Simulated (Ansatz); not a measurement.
Molecule: C2H3O2, net charge -1, singlet state. It need not be the lowest isomer of its formula. Whether it binds its extra electron was not tested at this geometry. 
Coordinates optimised at B3LYP-D3(BJ)/def2-TZVP (Ansatz, a first-principles code):
```
C
O 1 1.2542
C 1 1.3747 2 131.52
H 3 1.0807 1 119.31 2 0.00
H 3 1.0808 4 119.61 1 -180.00
O 1 1.4360 2 114.31 3 -180.00
H 6 0.9659 1 100.35 2 0.00
```
Charge -1, spin multiplicity 1.

Total electronic energies in hartree. Correlated levels leave the core frozen unless marked. No spin-orbit coupling. Non-relativistic unless marked X2C. CBS marks a two-point X^-3 extrapolation of the correlation energy; Hartree-Fock from the larger set. The bracket is a focal-point correction in the basis named.

```json
[
 {"level": "HF/STO-3G", "program": "Ansatz", "energy (Eh)": "-224.01562"},
 {"level": "HF/cc-pwCVTZ", "program": "Ansatz", "energy (Eh)": "-227.27825"},
 {"level": "RI-HF/cc-pVTZ", "program": "Ansatz", "energy (Eh)": "-227.27694"},
 {"level": "RI-HF/cc-pVQZ", "program": "Ansatz", "energy (Eh)": "-227.29762"},
 {"level": "B3LYP-D3(BJ)/def2-TZVPD", "program": "Ansatz + dftd3", "energy (Eh)": "-228.59581"},
 {"level": "PBE0-D3(BJ)/def2-TZVPD", "program": "Ansatz + dftd3", "energy (Eh)": "-228.33135"},
 {"level": "BHLYP-D4/def2-TZVPD", "program": "Ansatz + dftd4", "energy (Eh)": "-228.45721"},
 {"level": "r2SCAN0-D4/def2-TZVPD", "program": "Ansatz + dftd4", "energy (Eh)": "-228.42849"},
 {"level": "r2SCAN0/def2-TZVPD", "program": "Ansatz", "energy (Eh)": "-228.42732"},
 {"level": "B2GP-PLYP/def2-TZVPD", "program": "Ansatz", "energy (Eh)": "-228.37282"},
 {"level": "B2PLYP/def2-TZVPD", "program": "Ansatz", "energy (Eh)": "-228.41755"},
 {"level": "MP2/STO-3G", "program": "Ansatz", "energy (Eh)": "-224.20211"},
 {"level": "MP2/aug-cc-pVDZ", "program": "Ansatz", "energy (Eh)": "-227.92587"},
 {"level": "MP2/aug-cc-pVTZ", "program": "Ansatz", "energy (Eh)": "-228.12323"},
 {"level": "RI-MP2/aug-cc-pVQZ", "program": "Ansatz", "energy (Eh)": "-228.18837"},
 {"level": "SCS-MP2/aug-cc-pVDZ", "program": "Ansatz", "energy (Eh)": "-227.90325"},
 {"level": "CCSD/cc-pwCVTZ", "program": "Ansatz", "energy (Eh)": "-228.11335"},
 {"level": "CCSD(T)/STO-3G", "program": "Ansatz", "energy (Eh)": "-224.24386"},
 {"level": "CCSD(T)/aug-cc-pVDZ", "program": "Ansatz", "energy (Eh)": "-227.96886"},
 {"level": "CCSD(T)/cc-pVTZ", "program": "Ansatz", "energy (Eh)": "-228.13545"},
 {"level": "X2C-CCSD(T)/cc-pVTZ-DK", "program": "Ansatz", "energy (Eh)": "-228.26845"},
 {"level": "CCSD(T) with core electrons/cc-pwCVTZ", "program": "Ansatz", "energy (Eh)": "-228.35303"},
 {"level": "RI-MP2/CBS(aug-cc-pVTZ,aug-cc-pVQZ)+[CCSD(T)-MP2]/aug-cc-pVTZ", "program": "Ansatz", "energy (Eh)": "-228.2700"}
]
```

Totals of different functionals don't rank their quality; only differences between species are comparable.
